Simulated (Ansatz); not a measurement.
# C₂H₅S+ (SMILES CC=[SH+]): functionals against CCSD(T) at one geometry

An exercise on one series of results from a longer session: the logs are not shown, and one member is left open.

The runs use Ansatz 0.2.0, Gaussian basis; single points in def2-TZVPP.

Correlated methods freeze the cores.

### Where the work starts

SMILES `CC=[SH+]`, 8 atoms, charge 1, spin multiplicity 1.

Atoms are counted from 1 here; the program's logs count them from 0.

Bond lengths: C1–C2 1.560 Å, C1–H4 1.051 Å, C1–H5 1.217 Å, C1–H6 1.140 Å, C2–S3 1.554 Å, C2–H7 0.995 Å, S3–H8 1.410 Å. Angles: C2–C1–H4 107.1°, C2–C1–H5 104.3°, C2–C1–H6 113.4°, H4–C1–H5 111.1°, H4–C1–H6 107.4°, H5–C1–H6 113.4°, C1–C2–S3 123.6°, C1–C2–H7 110.7°, S3–C2–H7 124.8°, C2–S3–H8 96.4°.

As a file:

```xyz
8
charge 1, multiplicity 1
C    -0.5374    0.7888   -0.5000
C     0.3248   -0.3618    0.1057
S    -0.1320   -1.2406    1.3026
H    -0.8490    0.4735   -1.4528
H     0.2303    1.7293   -0.5802
H    -1.4745    1.0195    0.1068
H     1.1061   -0.5601   -0.4784
H     1.0267   -2.0421    1.3594
```

The first run:

run/in.yaml

```yaml
crystal:
  periodic: [false, false, false]
  atoms:
    - {symbol: C, position_ang: [-0.537400, 0.788800, -0.500000]}
    - {symbol: C, position_ang: [0.324800, -0.361800, 0.105700]}
    - {symbol: S, position_ang: [-0.132000, -1.240600, 1.302600]}
    - {symbol: H, position_ang: [-0.849000, 0.473500, -1.452800]}
    - {symbol: H, position_ang: [0.230300, 1.729300, -0.580200]}
    - {symbol: H, position_ang: [-1.474500, 1.019500, 0.106800]}
    - {symbol: H, position_ang: [1.106100, -0.560100, -0.478400]}
    - {symbol: H, position_ang: [1.026700, -2.042100, 1.359400]}
basis:
  gaussian: {orbitals: def2-TZVPP}
total_charge: 1
correlation: {method: ccsd_t}
output: {forces: true}
```

No record of the launch command was kept for these runs.

Among the steps run: CCSD(T)/def2-TZVPP; PBE0-D4/def2-TZVPP; wB97M-V/def2-TZVPP; r2SCAN-D4/def2-TZVPP; PBE-D4/def2-TZVPP; BLYP-D4/def2-TZVPP; HSE06-D4/def2-TZVPP.

One of the session's tables, all rows but one given; the rest of the session is left out.

```
   method  RMS force component (eV/Å)  angle to CCSD(T) forces (°)
  CCSD(T)                       1.998                    reference
  PBE0-D4                       2.025                          5.0
  wB97M-V                       1.973                          3.9
r2SCAN-D4                       2.019                          3.9
   PBE-D4                       2.045                          6.0
  BLYP-D4                       1.998                          4.7
 HSE06-D4                           ?                            ?
```

Q: Estimate the row for HSE06-D4 from the others.

As computed: RMS force component (eV/Å): 2.026; angle to CCSD(T) forces (°): 4.9. In the column «RMS force component (eV/Å)» it lies between PBE0-D4 (2.025) and PBE-D4 (2.045).
